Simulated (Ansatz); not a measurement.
Species: O2, charge -1, multiplicity 2. 
Coordinates optimised at B3LYP-D3(BJ)/def2-TZVP (Ansatz, a first-principles code):
```
O
O 1 1.3474
```
Charge -1, spin multiplicity 2.

Basis-set convergence of Hartree-Fock and CCSD(T) correlation energies (hartree) with Ansatz. Correlated levels leave the core frozen unless marked. UHF or UKS for open shells. No spin-orbit coupling. No relativistic terms.

| basis | functions | E(HF) | E(corr, CCSD(T)) |
|---|---|---|---|
| aug-cc-pVDZ | 46 | -149.61220 | -0.41801 |
| aug-cc-pVTZ | 92 | -149.64593 | -0.50806 |
| aug-cc-pVQZ | 160 | -149.65514 | -0.53754 |

Extrapolating the two largest sets (X = 3 and 4) as X^-3: E(corr) = (64·(-0.53754) - 27·(-0.50806))/37 = -0.5591 Eh, an estimate of the basis-set limit. The largest set recovers 96.2 % of it, the smallest 74.8 %.
